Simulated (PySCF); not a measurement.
# BH3O (SMILES [H]B([H])O): MP2/STO-6G

What is the vertical ionisation energy of BH3O at MP2/STO-6G? 

Program for the calculation: PySCF 2.14.0.

11 further runs of the same task are left out: 11 set aside as unsound or not needed.

## 1. Starting point

BH3O has 5 atoms, charge 0, and is taken as a singlet. As SMILES, `[H]B([H])O`. The shape is that of a GFN2-xTB optimisation.

Bond lengths: B1–O4 1.325 Å, B1–H2 1.172 Å, B1–H3 1.182 Å, O4–H5 0.958 Å. Angles: B1–O4–H5 117.9°, H2–B1–O4 115.8°, H3–B1–O4 122.8°, H2–B1–H3 121.4°.

## 2. A single-point energy at MP2/STO-6G

File input.py:

```python
from pyscf import gto, mp

mol = gto.M(
    atom='''
B    0.270970   0.302480  -0.108500
H    1.403550   0.390040  -0.395610
H   -0.432910   1.251360  -0.080700
O   -0.159420  -0.918700   0.174490
H   -1.082200  -1.025180   0.410320
''',
    max_memory=1860,
    basis='sto-6g',
    verbose=4,
)

mf = mol.RHF()
mf.conv_tol = 1e-10
mf.kernel()
if not mf.converged:
    mf = mf.newton().run(mf.mo_coeff, mf.mo_occ)

pt = mp.MP2(mf, frozen=2).run()
e_final = pt.e_tot
print(f'total energy: {e_final:.8f} hartree')
```

The run is started by

```
OMP_NUM_THREADS=1 python input.py
```

Standard output:

```text
PySCF version 2.14.0

[INPUT] num. atoms = 5
[INPUT] num. electrons = 16
[INPUT] charge = 0
[INPUT] spin (= nelec alpha-beta = 2S) = 0
[INPUT] symmetry False subgroup None
[INPUT] Mole.unit = angstrom
[INPUT] Symbol           X                Y                Z      unit          X                Y                Z       unit  Magmom
[INPUT]  1 B      0.270970000000   0.302480000000  -0.108500000000 AA    0.512059087973   0.571604358158  -0.205035284515 Bohr   0.0
[INPUT]  2 H      1.403550000000   0.390040000000  -0.395610000000 AA    2.652325102133   0.737068777625  -0.747594552139 Bohr   0.0
[INPUT]  3 H     -0.432910000000   1.251360000000  -0.080700000000 AA   -0.818081336585   2.364727683236  -0.152500898252 Bohr   0.0
[INPUT]  4 O     -0.159420000000  -0.918700000000   0.174490000000 AA   -0.301260138778  -1.736091390638   0.329738311475 Bohr   0.0
[INPUT]  5 H     -1.082200000000  -1.025180000000   0.410320000000 AA   -2.045061612004  -1.937309428382   0.775392423432 Bohr   0.0

nuclear repulsion = 30.8085109473902
number of shells = 9
number of NR pGTOs = 78
number of NR cGTOs = 13
basis = sto-6g
ecp = {}

******** <class 'pyscf.scf.hf.RHF'> ********
method = RHF
initial guess = minao
damping factor = 0
level_shift factor = 0
DIIS = <class 'pyscf.scf.diis.CDIIS'>
diis_start_cycle = 1
diis_space = 8
diis_damp = 0
SCF conv_tol = 1e-10
SCF conv_tol_grad = None
SCF max_cycles = 50
direct_scf = True
direct_scf_tol = 1e-13
Set gradient conv threshold to 1e-05
Initial guess from minao.
init E= -101.037672502086
  HOMO = -0.308517323176066  LUMO = 0.18317317530647  gap/eV = 13.37958
cycle= 1 E= -100.897666014852  delta_E= 0.14  |g|= 0.391  |ddm|= 2.37
  HOMO = -0.335393621943364  LUMO = 0.302685172103853  gap/eV = 17.36301
cycle= 2 E= -100.947870353797  delta_E= -0.0502  |g|= 0.139  |ddm|= 0.632
  HOMO = -0.393559752456777  LUMO = 0.307563447844128  gap/eV = 19.07853
cycle= 3 E= -100.953531766859  delta_E= -0.00566  |g|= 0.0224  |ddm|= 0.174
  HOMO = -0.396298237017413  LUMO = 0.306268666158986  gap/eV = 19.11782
cycle= 4 E= -100.953775722273  delta_E= -0.000244  |g|= 0.00105  |ddm|= 0.0465
  HOMO = -0.396064724199666  LUMO = 0.306482585225635  gap/eV = 19.11729
cycle= 5 E= -100.953776237141  delta_E= -5.15e-07  |g|= 0.000208  |ddm|= 0.00198
  HOMO = -0.396124824604484  LUMO = 0.306416482281793  gap/eV = 19.11712
cycle= 6 E= -100.953776259977  delta_E= -2.28e-08  |g|= 3.72e-05  |ddm|= 0.000446
  HOMO = -0.396125136998582  LUMO = 0.306419621750481  gap/eV = 19.11722
cycle= 7 E= -100.95377626093  delta_E= -9.53e-10  |g|= 8.76e-06  |ddm|= 9.52e-05
  HOMO = -0.39612594993827  LUMO = 0.306418707507533  gap/eV = 19.11721
cycle= 8 E= -100.953776260987  delta_E= -5.65e-11  |g|= 1.61e-06  |ddm|= 2.26e-05
  HOMO = -0.396126120280206  LUMO = 0.306418904171173  gap/eV = 19.11722
Extra cycle  E= -100.953776260989  delta_E= -1.71e-12  |g|= 7.08e-07  |ddm|= 2.69e-06
converged SCF energy = -100.953776260989

******** <class 'pyscf.mp.mp2.RMP2'> ********
nocc = 6, nmo = 11
frozen orbitals 2
E(RMP2) = -101.036088720876  E_corr = -0.0823124598874275
E(SCS-RMP2) = -101.042202205137  E_corr = -0.0884259441481519
E_corr(same-spin) = -0.0119411627501089
E_corr(oppo-spin) = -0.0703712971373186
total energy: -101.03608872 hartree
```

It took 0.64 s on 1 thread of Arm Neoverse V2, shared host; peak memory 0.12 GiB.

## 3. The doublet cation, same level

File run.py:

```python
from pyscf import gto, scf, mp

system = gto.M(
    atom='''
B      0.270970     0.302480    -0.108500
H      1.403550     0.390040    -0.395610
H     -0.432910     1.251360    -0.080700
O     -0.159420    -0.918700     0.174490
H     -1.082200    -1.025180     0.410320
''',
    max_memory=1860,
    verbose=3,
    spin=1,
    charge=1,
    basis='sto-6g',
)

calc0 = scf.UHF(system)
calc0.conv_tol = 1e-10
calc0.kernel()
if not calc0.converged:
    calc0 = calc0.newton().run(calc0.mo_coeff, calc0.mo_occ)

pt = mp.MP2(calc0, frozen=2).run()
energy = pt.e_tot
print('E(%s) = %.9f' % ('MP2', energy))
```

The run is started by

```
OMP_NUM_THREADS=1 python run.py
```

Standard output:

```text
converged SCF energy = -100.60015244548  <S^2> = 0.76142258  2S+1 = 2.0113901
E(UMP2) = -100.668408128638  E_corr = -0.0682556831579691
E(SCS-UMP2) = -100.672238684792  E_corr = -0.0720862393121308
E(MP2) = -100.668408129
```

Run time: 0.71 s. Hardware: 1 thread of Arm Neoverse V2, shared host; peak memory 0.12 GiB.

## 4. Results

Level: MP2/STO-6G, 2 core orbitals frozen.

```
                                                                  quantity          value
                                                singlet BH3O: total energy  -101.03609 Eh
                        singlet BH3O: dipole moment (Hartree–Fock density)         1.65 D
                         singlet BH3O: HOMO energy (Hartree–Fock orbitals)      -10.78 eV
                         singlet BH3O: LUMO energy (Hartree–Fock orbitals)        8.34 eV
                       singlet BH3O: HOMO–LUMO gap (Hartree–Fock orbitals)       19.12 eV
                 singlet BH3O: correlation energy (2 core orbitals frozen)      -82.3 mEh
                                              doublet cation: total energy  -100.66841 Eh
doublet cation: HOMO energy (Hartree–Fock orbitals) (highest over α and β)      -20.96 eV
 doublet cation: LUMO energy (Hartree–Fock orbitals) (lowest over α and β)       -7.82 eV
               doublet cation: correlation energy (2 core orbitals frozen)      -68.3 mEh
                         doublet cation: ⟨S²⟩ of the reference determinant          0.761
                        vertical ionisation energy (to the doublet cation)      10.005 eV
```

The vertical ionisation energy comes to 10.01 eV (965 kJ/mol). In a minimal basis such a difference can be off by several eV, whatever the method. Mulliken charges (doublet cation) of the mean-field density run from -0.06 on O4 to +0.46 on H5.
